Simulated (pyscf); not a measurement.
# Routes from H₂B–O–SiH₃ (SMILES BO[SiH3]) + HF (SMILES F)

Candidate steps break at most two bonds and form at most two. Each was searched with GFN2-xTB (tblite) first. Structures and frequencies: ωB97X-D3(BJ)/def2-SVP in PySCF. MP2 and CC: frozen core, UHF for open shells. ΔMP2 is the change of the MP2 total energy from the triple- to the quadruple-zeta basis. Energies: CCSD(T)/def2-TZVPP + ΔMP2(QZVPP), kcal/mol, from the separated reactants, singlet surface; ΔG‡ with ideal gas, 1 atm, RRHO with modes under 100 cm⁻¹ raised to 100, one conformer, R ln 2 for chiral ones without a mode under 150 cm⁻¹.

```
products                         type   ΔE‡     ΔE  ΔG‡ 298 K  ΔG‡ 900 K  ν‡ (cm⁻¹)
---------------  --------------------  ----  -----  ---------  ---------  ---------
HO–SiH₃ + H₂B–F  four-centre exchange  12.5   -0.5       22.5       44.4       944i
F–SiH₃ + H₂B–OH  four-centre exchange  20.2  -10.8       30.3       52.2       693i
```

Row 1: On the reactant side the descent ends in a complex (not fully relaxed), 6.4 kcal/mol under the separated species and 16.8 kcal/mol under the saddle at ωB97X-D3(BJ)/def2-TZVP. On the product side the descent ends in an adduct with a B–O contact, 9.5 kcal/mol under the separated species and 21.2 kcal/mol under the saddle at ωB97X-D3(BJ)/def2-TZVP. Row 2: On the reactant side the descent ends in a complex, 6.3 kcal/mol under the separated species and 24.0 kcal/mol under the saddle at ωB97X-D3(BJ)/def2-TZVP. 

Plain bond fissions and candidates not yet searched are not listed, and one of them may be faster. Each barrier is that of the saddle found; lower ones may exist. The CCSD(T) − MP2 part came from Ansatz, without density fitting, on the same reference.
